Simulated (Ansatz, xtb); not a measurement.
## A ladder of methods for BH4O− (SMILES [BH3-]O)

The species is BH4O− (6 atoms), meant as a singlet with charge -1. SMILES: `[BH3-]O`. The coordinates come from a GFN2-xTB relaxation.

Each level gives the vertical energy of the triplet above the singlet (eV). The values are calculated.

```
           level                    kind  program  value (eV)  less FCI/STO-3G
        GFN0-xTB          semi-empirical      xtb        6.95            -3.53
   revPBE/STO-3G                     GGA   Ansatz        9.92            -0.56
   r2SCAN/STO-3G                meta-GGA   Ansatz       10.03            -0.45
    BHLYP/STO-3G           global hybrid   Ansatz       10.24            -0.24
CAM-B3LYP/STO-3G  range-separated hybrid   Ansatz       10.18            -0.30
   B2PLYP/STO-3G           double hybrid   Ansatz       10.28            -0.20
  RPA@PBE/STO-3G                     RPA   Ansatz       10.42            -0.06
      MP2/STO-3G     perturbation theory   Ansatz       10.44            -0.04
 CCSDT(Q)/STO-3G   coupled cluster or CI   Ansatz       10.48             0.00
      FCI/STO-3G      exact in the basis   Ansatz       10.48             0.00
```

FCI/STO-3G is exact within its basis and frozen core, so for wave-function methods in that basis the difference is their error; functionals converge differently with the basis, so for them it is only a difference. Sets without diffuse functions describe the anion poorly. The values span 6.95 to 10.48 eV. The xTB rows lack spin polarisation, so open shells miss the exchange term that lowers them. A triplet this far above the singlet is often a Rydberg-like or dissociative state; sets without diffuse functions put Rydberg states too high. All rows use very small basis sets, so even the best lies far from the true value.
